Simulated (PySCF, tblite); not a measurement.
# C5H4S+ (doublet): geometry, infrared bands and EPR parameters

What infrared bands and EPR parameters should C5H4S+ (doublet) (`[CH2+][C]1C=CC1=S`) show?

The runs use tblite 0.8.0 and PySCF 2.14.0, with density-fitted response routines of our own; the level of theory stands in each step. All values are computed, except where a source is named. Atoms count from 0, in the outputs and in this text.

## 1. Starting geometry

10 atoms, charge 1, multiplicity 2; geometry from: force field or distance geometry start.

Bonds of the start (Å): C0–C1 1.40, C1–C2 1.53, C2–C3 1.36, C3–C4 1.46, C4–S5 1.63, C4–C1 1.43, C0–H6 1.09, C0–H7 1.08, C2–H8 1.09, C3–H9 1.09.

## 2. Geometry optimisation with GFN2-xTB

What the job is given:

```
{"job": {"kind": "relax", "xc": "GFN2-xTB", "basis": "xTB"}, "charge": 1, "multiplicity": 2}
C     -1.737000     0.555800     0.417900
C     -0.430300     0.084000     0.283200
C      0.323100    -1.249300     0.263600
C      1.492400    -0.582100     0.100500
C      0.837900     0.726100     0.140200
S      1.488700     2.210300     0.006300
H     -1.943400     1.626400     0.398500
H     -2.559100    -0.134000     0.536700
H      0.022800    -2.290400     0.330700
H      2.513900    -0.942200     0.015000
```

The run is started by

```sh
> OMP_NUM_THREADS=1 python probes_run.py task.json out
```

The driver reads the jobs from task.json and runs them one after another.

**Question.** This job is followed by: GFN2-xTB harmonic vibrations, gas phase; UKS B3LYP, pcH-1 on C H S, non-relativistic, mean-field spin-orbit, GIAO. Predict these results of the whole session: strongest single infrared mode (GFN2-xTB); zero-point energy (GFN2-xTB); g(iso) (B3LYP); ⟨S²⟩; largest a(iso) (averaged by class).

The runs gave:

| quantity | value |
| --- | --- |
| strongest single infrared mode (GFN2-xTB) | 3058 cm⁻¹, 127 km/mol |
| zero-point energy (GFN2-xTB) | 41.2 kcal/mol |
| g(iso) (B3LYP) | 2.01703 |
| ⟨S²⟩ | 0.758 (exact 0.75) |
| largest a(iso) (averaged by class) | 13C on C1, 54.9 MHz |

In words: The optimisation took 20 steps and gained 0.322 eV; among the close pairs (by a distance rule), C1–C4 changed most, from 1.429 to 1.540 Å. All 24 modes are real, so the xTB geometry is a minimum. The strongest single mode, at 3058 cm⁻¹, moves mainly H7. GFN2-xTB is a fitted tight-binding method: band positions and strengths are rough. Its intensities can rank the bands wrongly. S5 carries the largest spin population, 0.95 e. The isotropic g lies 14.7 ppt above the free-electron value. The conformer search (at its own cheap level) found a structure 8.1 kcal/mol lower, so these spectra needn't be the molecule's.
